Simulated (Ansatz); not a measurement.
`[CH2]C=C` radical. Total charge 0; spin multiplicity 2.

```xyz
8

C     0.126    0.223    1.205
C     0.110    0.435   -0.157
C    -0.202   -0.523   -1.097
H    -0.116   -0.749    1.620
H     0.380    1.015    1.897
H     0.362    1.430   -0.515
H    -0.461   -1.533   -0.798
H    -0.199   -0.299   -2.155
```

List the harmonic frequencies (cm⁻¹, unscaled) at PBE0-D4/def2-TZVP in Ansatz. (An estimate is asked.)

Ansatz gave: 424, 530, 554, 794, 820, 932, 1009, 1043, 1211, 1277, 1419, 1514, 1516, 3156, 3159, 3164, 3261, 3263.

Is this a minimum?

Yes, all 18 modes are real.

Give the ideal-gas thermochemistry at 298.15 K and 1 bar (rigid rotor, harmonic oscillator; point group C2v, symmetry number 2).

Zero-point energy 173.7 kJ/mol; H(298) − E = 186.2 kJ/mol; entropy 257.7 J/(mol·K), of which translation 155.2, rotation 85.0, vibration 11.7, electronic 5.8; G(298) − E = 109.4 kJ/mol.

Rotational constants (cm⁻¹)?

1.834, 0.348, 0.2925.
